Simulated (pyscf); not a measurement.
Single points on ωB97X-D3(BJ)/def2-SVP structures (PySCF, gas phase).

Estimate the classical barrier height and the reaction energy of O=B–OH + HCl -> H₂O + O=B–Cl at r²SCAN/def2-TZVP. The step runs on the singlet surface, breaks B–O, Cl–H and forms H–O, B–Cl; take the separated reactants as zero.

ΔE‡ = 20.9 kcal/mol, ΔE = +7.2 kcal/mol. CCSD(T)/def2-TZVPP + ΔMP2(QZVPP) gives 27.7 kcal/mol and +5.8 kcal/mol. Zero-point energy shifts the barrier by +0.8 kcal/mol. It is a four-centre exchange, with an imaginary mode of 1211i cm⁻¹. On the product side the descent ends in an adduct with a B–O contact, 4.9 kcal/mol under the separated species and 23.8 kcal/mol under the saddle at ωB97X-D3(BJ)/def2-TZVP. What is counted as broken (B–O) persists as a longer contact in the product adduct; parting that adduct is a step of its own. At ωB97X-D3(BJ) the barrier from the zero used here is 25.5 kcal/mol. The same reactants have a lower exit, to HO–B(OH)–Cl (barrier +6.9 kcal/mol at ωB97M-D3(BJ), against +25.9 kcal/mol here). This is the saddle that the search found; another between the same sides may lie lower. The CCSD(T) − MP2 part came from Ansatz, without density fitting, on the same reference.
